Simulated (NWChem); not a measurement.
System: C₃H₄, triplet; SMILES of the neutral closed-shell parent C#CC

Here is an NWChem input.

```
start job
memory heap 200 mb stack 900 mb global 1100 mb
geometry units angstroms noautosym nocenter noautoz
  C      0.080077    -1.145541     0.000000
  C     -0.480835     0.212905     0.000000
  C      0.096995     1.413632     0.000000
  H     -0.236908    -1.709558    -0.892637
  H     -0.236908    -1.709558     0.892637
  H      1.188369    -1.106439     0.000000
  H      1.174719     1.655660     0.000000
end
basis spherical
  C library def2-svp
  H library def2-svp
end
dft
  odft
  mult 3
  xc pbe0
  iterations 150
end
cosmo
  dielec 1.5
end
task dft energy
```

Output (shortened):

```
             Northwest Computational Chemistry Package (NWChem) 7.3.0
             --------------------------------------------------------

                             Geometry "geometry" -> ""
                             -------------------------

 Output coordinates in angstroms (scale by  1.889725989 to convert to a.u.)

  No.       Tag          Charge          X              Y              Z
 ---- ---------------- ---------- -------------- -------------- --------------
    1 C                    6.0000     0.08007700    -1.14554100     0.00000000
    2 C                    6.0000    -0.48083500     0.21290500     0.00000000
    3 C                    6.0000     0.09699500     1.41363200     0.00000000
    4 H                    1.0000    -0.23690800    -1.70955800    -0.89263700
    5 H                    1.0000    -0.23690800    -1.70955800     0.89263700
    6 H                    1.0000     1.18836900    -1.10643900     0.00000000
    7 H                    1.0000     1.17471900     1.65566000     0.00000000

 Effective nuclear repulsion energy (a.u.)      57.6329576523

                                 NWChem DFT Module
                                 -----------------

 Summary of "ao basis" -> "ao basis" (spherical)
 ------------------------------------------------------------------------------
       Tag                 Description            Shells   Functions and Types
 ---------------- ------------------------------  ------  ---------------------
 C                          def2-svp                 6       14   3s2p1d
 H                          def2-svp                 3        5   2s1p

 in cosmo_initialize ...

 solvent parameters
 solvname_short: unkn
 solvname_long:  unknown
 dielec:        1.5000

          ---------------
          -cosmo- solvent
          ---------------
 Cosmo: York-Karplus, doi: 10.1021/jp992097l
 dielectric constant -eps-     =   1.50
 screen = (eps-1)/(eps    )    =   0.33333
 surface charge correction     = lagrangian

   van der Waals surface
 --------------------------

[...]

                                   COSMO solvation results
                                   -----------------------

                 gas phase energy =      -116.289716888854
                 sol phase energy =      -116.290848890944
 (electrostatic) solvation energy =         0.001132002090 (    0.71 kcal/mol)

                    DFT Final Alpha Molecular Orbital Analysis
                    ------------------------------------------

 Vector   10  Occ=1.000000D+00  E=-3.315987D-01
              MO Center= -1.4D-01,  5.9D-01, -2.3D-09, r^2= 2.5D+00
   Bfn.  Coefficient  Atom+Function         Bfn.  Coefficient  Atom+Function
  ----- ------------  ---------------      ----- ------------  ---------------
    33      0.413819  3 C  py                18     -0.350940  2 C  px
    36      0.228069  3 C  py                21     -0.200872  2 C  px
    53      0.194103  6 H  s                 32     -0.188566  3 C  px
     4      0.158941  1 C  px                31      0.148013  3 C  s
    19     -0.122612  2 C  py                35     -0.120538  3 C  px

 Vector   11  Occ=1.000000D+00  E=-2.900349D-01
              MO Center= -1.4D-01,  6.3D-01,  3.0D-09, r^2= 2.0D+00
   Bfn.  Coefficient  Atom+Function         Bfn.  Coefficient  Atom+Function
  ----- ------------  ---------------      ----- ------------  ---------------
    34      0.428546  3 C  pz                20      0.379955  2 C  pz
    37      0.283764  3 C  pz                23      0.244587  2 C  pz
    43      0.140265  4 H  s                 48     -0.140265  5 H  s
     6     -0.134268  1 C  pz                44      0.089044  4 H  s
    49     -0.089044  5 H  s                  9     -0.065455  1 C  pz

 Vector   12  Occ=1.000000D+00  E=-2.168584D-01
              MO Center= -2.8D-01,  7.5D-01, -1.9D-09, r^2= 2.3D+00
   Bfn.  Coefficient  Atom+Function         Bfn.  Coefficient  Atom+Function
  ----- ------------  ---------------      ----- ------------  ---------------
    18      0.412798  2 C  px                21      0.363140  2 C  px
    17     -0.284336  2 C  s                 32     -0.276849  3 C  px
    31      0.263086  3 C  s                 36      0.249333  3 C  py
    33      0.216515  3 C  py                58     -0.214550  7 H  s
    30      0.210763  3 C  s                 59     -0.201340  7 H  s

 Vector   13  Occ=0.000000D+00  E= 7.340780D-03
              MO Center= -1.7D-01,  6.4D-01,  1.9D-09, r^2= 2.4D+00
   Bfn.  Coefficient  Atom+Function         Bfn.  Coefficient  Atom+Function
  ----- ------------  ---------------      ----- ------------  ---------------
    23      0.623936  2 C  pz                37     -0.612925  3 C  pz
    20      0.461611  2 C  pz                34     -0.422505  3 C  pz
    44      0.246983  4 H  s                 49     -0.246983  5 H  s
    43      0.129547  4 H  s                 48     -0.129547  5 H  s
     9      0.042569  1 C  pz                11      0.034151  1 C  d -1

 Vector   14  Occ=0.000000D+00  E= 8.531261D-02
              MO Center=  3.5D-01, -1.5D+00,  4.2D-09, r^2= 4.7D+00
   Bfn.  Coefficient  Atom+Function         Bfn.  Coefficient  Atom+Function
  ----- ------------  ---------------      ----- ------------  ---------------
     3      2.938718  1 C  s                 44     -1.224710  4 H  s
    49     -1.224710  5 H  s                 54     -1.207193  6 H  s
    22      0.357279  2 C  py                17     -0.349000  2 C  s
    59     -0.342007  7 H  s                  8     -0.296830  1 C  py
    35      0.275938  3 C  px                 2      0.187053  1 C  s

[...]
```

Level: PBE0/def2-SVP, spin-unrestricted, COSMO on the gas-phase geometry. In the optimisation the excess spin sits in a' (Cs, its own frame). The geometry was optimised at PBE0/def2-SVP, spin-unrestricted. This spin state was assumed; another may lie lower. No stability test was run on the SCF state. COSMO prints the solvation energy as gas minus solution, so a positive value is a stabilisation.
